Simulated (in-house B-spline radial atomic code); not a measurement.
**Solving the quasi-particle equation for 5p of neutral xenon**

Configuration [Kr] 4d10 5s2 5p6, start Hartree-Fock; correlation leaves out the 7 deepest shells, empty levels kept to 250 hartree. Computed with a B-spline radial code for spherical atoms: all electrons, scalar-relativistic (spin-free one-electron X2C), finite nucleus, each spin shell either full or empty, empty states to l = 9 with an (l + 1/2)⁻⁴ tail; G0W0 by contour deformation at full frequency.

Spin-orbit coupling, left out, splits p levels strongly here.

Spin-orbit coupling splits this shell strongly; the level is its average.

At the mean-field level ε = -12.42 eV the matrix elements are Σx = -18.603 eV, v_xc = -18.603 eV and Σc(ε) = -0.616 eV, and the slope of the correlation self-energy is dΣc/dω = -0.0593. The quasi-particle energy solves E = ε + Σx − v_xc + Σc(E).

Problem. What does the linearised equation give?

Solution. Z = 1/(1 − dΣc/dω) = 1/1.0593 = 0.9440. The first-order shift is Σx − v_xc + Σc(ε) = -18.603 − (-18.603) + (-0.616) = -0.616 eV, so E ≈ ε + Z × shift = -12.42 + 0.9440 × (-0.616) = -13.002 eV.

Problem. How does that compare with the full solution and with static screening?

Solution. Solving the equation at full frequency dependence gives E = -13.001 eV, where Σc = -0.581 eV and the weight is 0.943; the linearised value is off by 0 meV. Leaving Z out would give -13.036 eV. Static COHSEX puts -2.286 eV in place of Σc and gives -14.706 eV, 1.70 eV deeper. The tabulated removal energy is 12.130 eV (NIST, measured); the run leaves out spin-orbit coupling, Breit and QED terms.
